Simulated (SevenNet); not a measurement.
Litharge PbO

Level of theory: the machine-learned potential SevenNet-l3i5 (trained on PBE and PBE+U data).

Cell (relaxed at this level):

```yaml
crystal:
  lattice:
    - [4.05761, 0.00000, 0.00000]
    - [0.00000, 4.05761, 0.00000]
    - [0.00000, 0.00000, 5.34652]
  atoms:
    - { symbol: Pb, position: [0.50000, 0.00000, 0.77700] }
    - { symbol: Pb, position: [0.00000, 0.50000, 0.22300] }
    - { symbol: O, position: [0.50000, 0.50000, 0.00000] }
    - { symbol: O, position: [0.00000, 0.00000, 0.00000] }
```

```
Property             Result
------------------  -------
lattice constant a  4.058 Å
c axis length       5.347 Å
```

Measured, for comparison: lattice constant a 3.975 Å (room temperature, no zero-point or thermal correction, our sources range from 3.964 to 3.975; as tabulated in Canepa et al. (2012), arXiv:1204.2842); lattice parameter c 5.023 Å (room temperature, no zero-point or thermal correction, our sources range from 4.995 to 5.023; as tabulated in Canepa et al. (2012), arXiv:1204.2842). Computed (rounded) less measured: lattice constant a +2.1 % (+2.1 % to +2.4 % over the range), lattice parameter c +6.5 % (+6.5 % to +7.0 % over the range).

A machine-learned potential is trained on density-functional data: it inherits that level's misses and adds fitting errors of its own.

Note: the model gives imaginary modes for this phase (in the spectrum interpolated from a supercell); the model's elastic tensor is not positive definite here; this model's volume lies 11 % above that of the starting cell (a measured, published or database cell).
